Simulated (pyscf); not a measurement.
## Ring closure: H₂C=C=O → cyclic C₂H₂O (SMILES [C]1CO1) [singlet]

Gas phase, singlet surface, charge 0. Bonds broken: none. Bonds formed: C1–O3. Structures and frequencies: ωB97X-D3(BJ)/def2-SVP in PySCF. MP2 and CC: frozen core, UHF for open shells. ΔMP2 is the change of the MP2 total energy from the triple- to the quadruple-zeta basis.

Transition state (Å):

```xyz
5

C     -1.2219     0.6031     0.4066
C     -0.5104    -0.8871     0.5294
O     -1.4093    -1.4704     0.0596
H     -2.3057     0.5351     0.1973
H     -0.6915     1.1133    -0.4202
```

One imaginary mode, 546i cm⁻¹; descent along it reached the two sides named.

```csv
bond,change,reactant side (Å),saddle,product side
C1–O3,forms,2.481,2.111,1.453
```

Electronic energies relative to the reactant's lowest minimum found (kJ/mol):

```json
[
 {"level": "ωB97X-D3(BJ)/def2-TZVP", "barrier": "391.3", "reaction energy": "+254.5", "reverse barrier": "136.8"},
 {"level": "PBE/def2-TZVP", "barrier": "367.2", "reaction energy": "+272.0", "reverse barrier": "95.2"},
 {"level": "r²SCAN/def2-TZVP", "barrier": "379.4", "reaction energy": "+276.4", "reverse barrier": "103.0"},
 {"level": "B3LYP-D3(BJ)/def2-TZVP", "barrier": "378.2", "reaction energy": "+277.4", "reverse barrier": "100.8"},
 {"level": "PBE0-D3(BJ)/def2-TZVP", "barrier": "392.3", "reaction energy": "+266.9", "reverse barrier": "125.4"},
 {"level": "M06-2X/def2-TZVP", "barrier": "396.5", "reaction energy": "+255.5", "reverse barrier": "141.0"},
 {"level": "ωB97M-D3(BJ)/def2-TZVP", "barrier": "383.6", "reaction energy": "+258.3", "reverse barrier": "125.3"},
 {"level": "HF/def2-TZVP", "barrier": "413.9", "reaction energy": "+258.4", "reverse barrier": "155.5"},
 {"level": "MP2/def2-QZVPP", "barrier": "392.7", "reaction energy": "+274.2", "reverse barrier": "118.6"},
 {"level": "CCSD/def2-TZVPP", "barrier": "374.0", "reaction energy": "+252.4", "reverse barrier": "121.6"},
 {"level": "CCSD(T)/def2-TZVPP", "barrier": "354.1", "reaction energy": "+253.8", "reverse barrier": "100.2"},
 {"level": "CCSD(T)/def2-TZVPP + ΔMP2(QZVPP)", "barrier": "354.5", "reaction energy": "+254.3", "reverse barrier": "100.2"}
]
```

With CCSD(T)/def2-TZVPP + ΔMP2(QZVPP) energies and thermal terms (ideal gas, 1 atm, RRHO with modes under 100 cm⁻¹ raised to 100, one conformer, R ln 2 for rigid chiral ones), in kJ/mol:

| T (K) | ΔH‡ | ΔG‡ | ΔH | ΔG |
|---|---|---|---|---|
| 298 | 345.2 | 340.7 | +255.8 | +255.1 |
| 600 | 343.9 | 336.7 | +253.9 | +255.3 |
| 900 | 342.3 | 333.4 | +253.3 | +256.2 |
| 1200 | 340.5 | 330.7 | +253.2 | +257.2 |

This is the saddle that the search found; another between the same sides may lie lower. A restricted solution here is unstable towards spin polarisation, so biradical character is likely and single-reference numbers are less safe. The CCSD(T) − MP2 part came from Ansatz, without density fitting, on the same reference. The largest closed-shell T1 diagnostic is 0.033, which may signal static correlation.
